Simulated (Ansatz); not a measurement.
Cs₂AgBiBr₆ (Fm-3m, No. 225), treated with PBEsol in Ansatz (PAW).

Run with plane-wave cutoff 520 eV, 6×6×6 k mesh, Fermi–Dirac smearing 0.01 eV, no spin polarisation, scalar-relativistic PAW data made under PBE.

Computed at the level's own relaxed cell.

Question: Predict the band gap, Γ–Γ gap, lattice constant a and bulk modulus.

Answer: 
- band gap = 1.10 eV (on the SCF k mesh)
- Γ–Γ gap = 2.69 eV
- lattice constant a = 11.186 Å
- bulk modulus = 26.7 GPa

Note: the bulk modulus is −V dP/dV from two relaxed cells at ±2 % in volume.

Spin–orbit coupling is not included; with these elements it can move the gap by several tenths of an eV or more.

The computed numbers hold no vibrational or temperature effects.

Ansatz is a program for electronic structure.
